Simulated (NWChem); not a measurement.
**Spin states of B**

```xyz
1

B      0.0000     0.0000     0.0000
```
Charge 0, spin multiplicity 2.

All runs are NWChem calculations.

Basis set: def2-TZVP. The gap is E(quartet) − E(doublet), so a negative value puts the higher spin lower. Open shells are unrestricted, coupled cluster uses restricted open-shell references. The quartet is the single determinant that the SCF runs reached, with unpaired electrons in orbitals of symmetry ag and b1u and b2u (D2h labels); it need not be the lowest quartet, which in molecules with degenerate π orbitals can need several determinants. Where the lowest doublet needs several determinants, the single determinant used here isn't a pure state and places it wrongly.

The correlated methods keep 1 core orbital frozen. No SCF solution was tested for a lower state. Open-shell Hartree-Fock references start from PBE0 orbitals. No row is a measurement; the coupled-cluster row has its own basis-set and correlation limits.

### Question
One of these methods gave a vertical doublet-quartet gap of 75.7 kcal/mol. Which?
A. BP86
B. HF
C. LDA (SVWN5)
D. CCSD(T)

### Answer
C, LDA (SVWN5). The others give 78.3 (BP86), 50.5 (HF), 81.7 (CCSD(T)).
